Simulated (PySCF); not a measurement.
PySCF input (M06-2X/def2-TZVPD):

```python
from pyscf import gto, scf, dft

mol = gto.M(
    atom='''
    Be   -0.00000000   -0.00000000   -0.26442914
    H     0.00000000    0.00000000    1.05771654
    ''',
    basis='def2-tzvpd',
    charge=1,
    spin=2,
    symmetry='C2v',
    verbose=4,
)

mf = dft.UKS(mol, xc='m062x').density_fit(auxbasis='def2-universal-jkfit')
mf.grids.level = 4
mf.conv_tol = 1e-9
mf.max_cycle = 100
mf.max_memory = 1500
mf.kernel()
if not mf.converged:
    mf = mf.newton()
    mf.kernel(mf.make_rdm1())
mf.analyze()
```

Output:

```
PySCF version 2.14.0

[INPUT] verbose = 4
[INPUT] num. atoms = 2
[INPUT] num. electrons = 4
[INPUT] charge = 1
[INPUT] spin (= nelec alpha-beta = 2S) = 2
[INPUT] symmetry C2v subgroup None
[INPUT] Mole.unit = angstrom
[INPUT] Symbol           X                Y                Z      unit          X                Y                Z       unit  Magmom
[INPUT]  1 Be     0.000000000000   0.000000000000  -0.264429140000 AA    0.000000000000   0.000000000000  -0.499698653954 Bohr   0.0
[INPUT]  2 H      0.000000000000   0.000000000000   1.057716540000 AA    0.000000000000   0.000000000000   1.998794578023 Bohr   0.0

nuclear repulsion = 1.6009649130949
point group symmetry = Coov, use subgroup C2v
symmetry origin: [ 0.00000000e+00  0.00000000e+00 -7.55890457e-09]
symmetry axis x: [1. 0. 0.]
symmetry axis y: [0. 1. 0.]
symmetry axis z: [0. 0. 1.]
num. orbitals of irrep A1 = 16
num. orbitals of irrep A2 = 1
num. orbitals of irrep B1 = 7
num. orbitals of irrep B2 = 7
number of shells = 15
number of NR pGTOs = 42
number of NR cGTOs = 31
basis = def2-tzvpd
ecp = {}

******** <class 'pyscf.df.df_jk.DFSymAdaptedUKS'> ********
method = DFSymAdaptedUKS
initial guess = minao
damping factor = 0
level_shift factor = 0
DIIS = <class 'pyscf.scf.diis.CDIIS'>
diis_start_cycle = 1
diis_space = 8
diis_damp = 0
SCF conv_tol = 1e-09
SCF conv_tol_grad = None
SCF max_cycles = 100
direct_scf = False
number electrons alpha = 3  beta = 1
XC library pyscf.dft.libxc version 7.1.2
    S. Lehtola, C. Steigemann, M. J. T. Oliveira, and M. A. L. Marques,  SoftwareX 7, 1–5 (2018)
XC functionals = m062x
    Y. Zhao and D. G. Truhlar,  Theor. Chem. Acc. 120, 215 (2008)
    Y. Zhao and D. G. Truhlar,  Theor. Chem. Acc. 120, 215 (2008)
radial grids:
    Treutler-Ahlrichs [JCP 102, 346 (1995); DOI:10.1063/1.469408] (M4) radial grids

becke partition: Becke, JCP 88, 2547 (1988); DOI:10.1063/1.454033
pruning grids: <function nwchem_prune>
grids dens level: 4
symmetrized grids: C2v
atomic radii adjust function: <function treutler_atomic_radii_adjust>
small_rho_cutoff = 0
Freeze 0 electrons in irreps []
    4 free electrons in irreps A1 A2 B1 B2
Set gradient conv threshold to 3.16228e-05
tot grids = 43584
******** <class 'pyscf.df.df.DF'> ********
auxbasis = def2-universal-jkfit
init E= -15.1935720395173
alpha HOMO (A1) = -0.134789353137634  LUMO (B2) = -0.0243548707223711
beta  HOMO (A1) = -4.30067560425487  LUMO (A1) = -0.439760609561915

WARN: HOMO -0.134789353137634 >= LUMO -0.439760609561915

WARN: alpha-A1 HOMO -0.134789353137634 > system LUMO -0.439760609561915

WARN: beta-A1 LUMO -0.439760609561915 < system HOMO -0.134789353137634

cycle= 1 E= -14.7400341817247  delta_E= 0.454  |g|= 0.162  |ddm|= 0.786
alpha HOMO (A1) = -0.534970496918981  LUMO (B1) = -0.34387977143529
beta  HOMO (A1) = -4.77063954171303  LUMO (A1) = -0.162318786622026
  HOMO = -0.534970496919  LUMO = -0.343879771435  gap/eV = 5.19984
cycle= 2 E= -14.775891123529  delta_E= -0.0359  |g|= 0.0255  |ddm|= 0.461
alpha HOMO (A1) = -0.518564479513727  LUMO (B1) = -0.306027324463335
beta  HOMO (A1) = -4.67877086208987  LUMO (A1) = -0.244363133498723
  HOMO = -0.518564479514  LUMO = -0.306027324463  gap/eV = 5.78343
cycle= 3 E= -14.7767938357213  delta_E= -0.000903  |g|= 0.00327  |ddm|= 0.104
alpha HOMO (A1) = -0.517154909738124  LUMO (B1) = -0.303815459917682
beta  HOMO (A1) = -4.67516091063256  LUMO (A1) = -0.159498444932243
  HOMO = -0.517154909738  LUMO = -0.303815459918  gap/eV = 5.80526
cycle= 4 E= -14.776812077543  delta_E= -1.82e-05  |g|= 0.000518  |ddm|= 0.0207
alpha HOMO (A1) = -0.517093623931252  LUMO (B2) = -0.303655607348337
beta  HOMO (A1) = -4.6747600188393  LUMO (A1) = -0.162766653038197
  HOMO = -0.517093623931  LUMO = -0.303655607348  gap/eV = 5.80794
cycle= 5 E= -14.7768124911107  delta_E= -4.14e-07  |g|= 5.97e-05  |ddm|= 0.00295
alpha HOMO (A1) = -0.517104265076752  LUMO (B2) = -0.303637080288167
beta  HOMO (A1) = -4.67475264996305  LUMO (A1) = -0.158865656517457
  HOMO = -0.517104265077  LUMO = -0.303637080288  gap/eV = 5.80874
cycle= 6 E= -14.7768124959559  delta_E= -4.85e-09  |g|= 9.69e-06  |ddm|= 0.000363
alpha HOMO (A1) = -0.517106132111614  LUMO (B1) = -0.303637763848507
beta  HOMO (A1) = -4.67475306636643  LUMO (A1) = -0.158926937899999
  HOMO = -0.517106132112  LUMO = -0.303637763849  gap/eV = 5.80877
cycle= 7 E= -14.7768124960749  delta_E= -1.19e-10  |g|= 1.18e-06  |ddm|= 7.12e-05
alpha HOMO (A1) = -0.5171062323081  LUMO (B2) = -0.303637963686404
beta  HOMO (A1) = -4.67475355063505  LUMO (A1) = -0.158790370111759
  HOMO = -0.517106232308  LUMO = -0.303637963686  gap/eV = 5.80877
Extra cycle  E= -14.7768124960765  delta_E= -1.66e-12  |g|= 3.62e-07  |ddm|= 4.53e-06
converged SCF energy = -14.7768124960765  <S^2> = 2.0000147  2S+1 = 3.0000098
**** SCF Summaries ****
Total Energy =                         -14.776812496076516
Nuclear Repulsion Energy =               1.600964913094902
One-electron Energy =                  -20.841852367148757
Two-electron Energy =                    4.464074957977339
Two-electron Coulomb Energy =            7.390111901637396
DFT Exchange-Correlation Energy =       -2.926036943660057
HOMO-LUMO gap [eV] =                     5.808767460486008
Wave-function symmetry = A1
alpha occupancy for each irrep:     A1   A2   B1   B2
                                     3    0    0    0
beta  occupancy for each irrep:     A1   A2   B1   B2
                                     1    0    0    0
**** MO energy ****
alpha MO #1 (A1 #1), energy= -4.69306539288881 occ= 1
alpha MO #2 (A1 #2), energy= -0.89957745617007 occ= 1
alpha MO #3 (A1 #3), energy= -0.5171062323081 occ= 1
alpha MO #4 (B1 #1), energy= -0.303637963686404 occ= 0
alpha MO #5 (B2 #1), energy= -0.303637963686404 occ= 0
alpha MO #6 (A1 #4), energy= -0.157989509730136 occ= 0
alpha MO #7 (A1 #5), energy= -0.109234505060907 occ= 0
alpha MO #8 (B1 #2), energy= -0.107832561533612 occ= 0
alpha MO #9 (B2 #2), energy= -0.107832561533612 occ= 0
alpha MO #10 (A1 #6), energy= -0.0978979176884529 occ= 0
alpha MO #11 (B1 #3), energy= -0.0332914884057887 occ= 0
alpha MO #12 (B2 #3), energy= -0.0332914884057889 occ= 0
alpha MO #13 (A1 #7), energy= 0.0243778773570362 occ= 0
alpha MO #14 (B1 #4), energy= 0.0952272666329277 occ= 0
alpha MO #15 (B2 #4), energy= 0.095227266632928 occ= 0
alpha MO #16 (A1 #8), energy= 0.134816911108142 occ= 0
alpha MO #17 (A2 #1), energy= 0.134819946977234 occ= 0
alpha MO #18 (A1 #9), energy= 0.142150599333478 occ= 0
alpha MO #19 (A1 #10), energy= 0.161939894706515 occ= 0
alpha MO #20 (B1 #5), energy= 0.254826472432693 occ= 0
alpha MO #21 (B2 #5), energy= 0.254826472432693 occ= 0
alpha MO #22 (A1 #11), energy= 0.310495982138087 occ= 0
alpha MO #23 (A1 #12), energy= 0.383831366481225 occ= 0
alpha MO #24 (B1 #6), energy= 1.26542251660276 occ= 0
alpha MO #25 (B2 #6), energy= 1.26542251660276 occ= 0
alpha MO #26 (A1 #13), energy= 1.59644030145372 occ= 0
alpha MO #27 (A1 #14), energy= 2.20683273048425 occ= 0
alpha MO #28 (B1 #7), energy= 4.98234884036954 occ= 0
alpha MO #29 (B2 #7), energy= 4.98234884036954 occ= 0
alpha MO #30 (A1 #15), energy= 5.40732222861235 occ= 0
alpha MO #31 (A1 #16), energy= 6.90440392598637 occ= 0
beta  MO #1 (A1 #1), energy= -4.67475355063505 occ= 1
beta  MO #2 (A1 #2), energy= -0.158790370111759 occ= 0
beta  MO #3 (A1 #3), energy= -0.0635698594103848 occ= 0
beta  MO #4 (B1 #1), energy= -0.0360767961992761 occ= 0
beta  MO #5 (B2 #1), energy= -0.0360767961993186 occ= 0
beta  MO #6 (A1 #4), energy= -0.00419843440672008 occ= 0
beta  MO #7 (B1 #2), energy= 0.00225509438211039 occ= 0
beta  MO #8 (B2 #2), energy= 0.00225509438209476 occ= 0
beta  MO #9 (A1 #5), energy= 0.0661504413283645 occ= 0
beta  MO #10 (A1 #6), energy= 0.162983838816193 occ= 0
beta  MO #11 (A1 #7), energy= 0.189652782163585 occ= 0
beta  MO #12 (A2 #1), energy= 0.198554596709143 occ= 0
beta  MO #13 (B1 #3), energy= 0.222760894246712 occ= 0
beta  MO #14 (B2 #3), energy= 0.222760894246702 occ= 0
beta  MO #15 (A1 #8), energy= 0.244690421227838 occ= 0
beta  MO #16 (B1 #4), energy= 0.267707867523677 occ= 0
beta  MO #17 (B2 #4), energy= 0.267707867523679 occ= 0
beta  MO #18 (A1 #9), energy= 0.317512737884114 occ= 0
beta  MO #19 (A1 #10), energy= 0.486053506213991 occ= 0
beta  MO #20 (A1 #11), energy= 0.663342634571292 occ= 0
beta  MO #21 (B1 #5), energy= 0.676164962403548 occ= 0
beta  MO #22 (B2 #5), energy= 0.676164962403512 occ= 0
beta  MO #23 (A1 #12), energy= 0.835020304378135 occ= 0
beta  MO #24 (B1 #6), energy= 2.15087373674347 occ= 0
beta  MO #25 (B2 #6), energy= 2.15087373674368 occ= 0
beta  MO #26 (A1 #13), energy= 2.28159914164657 occ= 0
beta  MO #27 (A1 #14), energy= 3.28744185080452 occ= 0
beta  MO #28 (B1 #7), energy= 5.00063886054637 occ= 0
beta  MO #29 (B2 #7), energy= 5.00063886054637 occ= 0
beta  MO #30 (A1 #15), energy= 5.45506412130458 occ= 0
beta  MO #31 (A1 #16), energy= 6.98295810052431 occ= 0
 ** Mulliken pop alpha/beta on meta-lowdin orthogonal AOs **
 ** Mulliken pop       alpha | beta **
pop of  0 Be 1s        0.99997 | 0.99989
pop of  0 Be 2s        0.93522 | 0.00004
pop of  0 Be 3s        0.01581 | 0.00003
pop of  0 Be 4s        0.00030 | 0.00000
pop of  0 Be 5s        0.00042 | 0.00000
pop of  0 Be 2px       0.00000 | 0.00000
pop of  0 Be 2py       0.00000 | 0.00000
pop of  0 Be 2pz       0.06680 | 0.00001
pop of  0 Be 3px       0.00000 | 0.00000
pop of  0 Be 3py       0.00000 | 0.00000
pop of  0 Be 3pz       0.02031 | 0.00001
pop of  0 Be 4px       0.00000 | 0.00000
pop of  0 Be 4py       0.00000 | 0.00000
pop of  0 Be 4pz       0.00036 | 0.00001
pop of  0 Be 5px       0.00000 | 0.00000
pop of  0 Be 5py       0.00000 | 0.00000
pop of  0 Be 5pz       0.00666 | 0.00000
pop of  0 Be 3dxy      0.00000 | 0.00000
pop of  0 Be 3dyz      0.00000 | 0.00000
pop of  0 Be 3dz^2     0.00385 | 0.00000
pop of  0 Be 3dxz      0.00000 | 0.00000
pop of  0 Be 3dx2-y2    0.00000 | 0.00000
pop of  1 H 1s        0.91091 | 0.00000
pop of  1 H 2s        0.01187 | 0.00000
pop of  1 H 3s        0.00795 | 0.00000
pop of  1 H 2px       0.00000 | 0.00000
pop of  1 H 2py       0.00000 | 0.00000
pop of  1 H 2pz       0.01731 | 0.00000
pop of  1 H 3px       0.00000 | 0.00000
pop of  1 H 3py       0.00000 | 0.00000
pop of  1 H 3pz       0.00226 | 0.00000
In total             3.00000 | 1.00000
 ** Mulliken atomic charges   ( Nelec_alpha | Nelec_beta ) **
charge of  0Be =      0.95030  (     2.04970      0.99999 )
charge of  1H =      0.04970  (     0.95030      0.00001 )

WARN: System has nonzero charge 1; the dipole moment is origin-dependent.
Location of origin: [0. 0. 0.]

Dipole moment(X, Y, Z, Debye):  0.00000,  0.00000,  1.98052
```

This state (charge 1, triplet) is run at the relaxed geometry of the species with charge 1 and multiplicity 1, and is a spin state other than that species' own.
